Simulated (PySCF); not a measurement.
## Vibration and rotation of LiC⁺

UHF-CCSD(T) constants of LiC⁺, ³Π (triplet), unpaired electrons σ ↑, π ↑ (basis Li aug-pcseg-1, C aug-pcseg-1; no relativity; PySCF 2.14; masses 7.0160 and 12.0000 u):

| Item | Value |
| --- | --- |
| ωe | 278.5 cm⁻¹ |
| ωexe | 5.5 cm⁻¹ |
| Be | 0.65217 cm⁻¹ |
| αe | 0.0176 cm⁻¹ |
| De to Li⁺ + C | 0.412 eV |

Problem. What force constant and bond length do these constants imply?

Solution. Reduced mass μred = 4.4274 u; k = 5.8918×10⁻⁷·μred·ωe² (u, cm⁻¹, mdyn/Å) = 0.202 mdyn/Å; Re = √(16.8576/(μred·Be)) (u, cm⁻¹, Å) = 2.416 Å.

Problem. Estimate the centrifugal constant D from the Kratzer relation and find the Dunham coefficient a1.

Solution. D = 4Be³/ωe² = 1.43e-05 cm⁻¹; a1 = −1 − αeωe/(6Be²) = -2.92.

Correlated steps freeze 1 core orbital. Correlated levels converge slowly with the basis: in double zeta they bind strong bonds too weakly, by up to about 1 eV, and carry superposition errors of some tenths. For an ion De counts to the pair picked by the measured ionisation energies or electron affinities, which need not be the lowest pair at this level. The state is the lowest determinant that a PBE0 search found; another state may lie lower at other levels.
